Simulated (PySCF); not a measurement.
Molecule: SMILES C[C@H]1CC=C1Cl, C$_{5}$H$_{7}$Cl.

Bonds (- single, = double, # triple, : aromatic): C1-C2 1.514 Å, C2-C3 1.564 Å, C3-C4 1.512 Å, C4=C5 1.339 Å, C5-Cl6 1.712 Å, C5-C2 1.507 Å. C1 carries H7, H8, H9; C2 carries H10; C3 carries H11, H12; C4 carries H13. Stereochemistry as in C[C@H]1CC=C1Cl. H12 is cis to C1 on the ring; H11 is trans to C1 on the ring.

Geometry PBE0-D3(BJ)/def2-SVP throughout; GIAO in PySCF, gas phase, one conformer, non-relativistic; equivalent atoms averaged; basis pcSseg-1.

For orientation, HF gives these shifts δ (against TMS at the same level): C5 149.4, C4 138.5, C2 39.5, C3 31.2, C1 18.3, H10 2.47, H11 2.42, H12 1.81, H7/H8/H9 1.18 ppm.

A run gave: C5 143.0, C4 129.5, C2 49.1, C3 37.6, C1 19.5, H10 2.83, H11 2.63, H12 1.95, H7/H8/H9 1.16 ppm (shifts δ (against TMS at the same level)).

Question: Which functional was used in that run?
A. B97-D
B. LDA
C. BLYP
D. B97-2
E. PBE

Answer: A. C4 tells them apart best: B97-D gives 129.5, PBE gives 133.5, B97-2 gives 133.5, BLYP gives 133.7, LDA gives 138.5 ppm.
